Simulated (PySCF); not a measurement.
1,3-dithiolane-2-thione, C3H4S3.
SMILES: `S=C1SCCS1`

Vertical excitations from PySCF (density fitting, frozen core in the response, grid level 2 and gas phase unless stated; continuum runs use non-equilibrium linear response for the excitations) on a GFN2-xTB geometry. Reference run:

```
                                   settings    S1, eV (f)    S2, eV (f)    S3, eV (f)    S4, eV (f)    S5, eV (f)    S6, eV (f)  T1, eV (Tamm–Dancoff)  mean α (au)
CAM-B3LYP/def2-SVPD, full TDDFT, 8 singlets  2.83 (0.000)  4.46 (0.204)  4.74 (0.079)  5.18 (0.001)  5.47 (0.001)  5.48 (0.001)                   2.46         97.8
```

Q: What do these settings give: KT3/def2-SVPD, full TDDFT, 6 singlets?

A: 
```csv
settings,"S1, eV (f)","S2, eV (f)","S3, eV (f)","S4, eV (f)","S5, eV (f)","S6, eV (f)","T1, eV (Tamm–Dancoff)",mean α (au)
"KT3/def2-SVPD, full TDDFT, 6 singlets",2.88 (0.000),3.85 (0.003),4.26 (0.053),4.32 (0.139),4.47 (0.003),4.94 (0.001),2.51,100.3
```

S1 moves by +0.05 eV (KT3 has no exact exchange, CAM-B3LYP range-separated exact exchange). States are counted by energy in each run and needn't keep their character from row to row.

KT3 was designed for NMR shieldings or shifts; total energies of different functionals aren't comparable.

Q: Which orbital pairs make up S1 in each run, and how does it sit against the orbital gap?

A: 
```
                                   settings  S1 configurations (weight)  S1 (eV)  orbital gap (eV)  S1 − gap (eV)
CAM-B3LYP/def2-SVPD, full TDDFT, 8 singlets                    H→L 0.94     2.83              6.83          -4.00
      KT3/def2-SVPD, full TDDFT, 6 singlets                    H→L 0.99     2.88              2.73          +0.15
```

One conformer stands for the species.
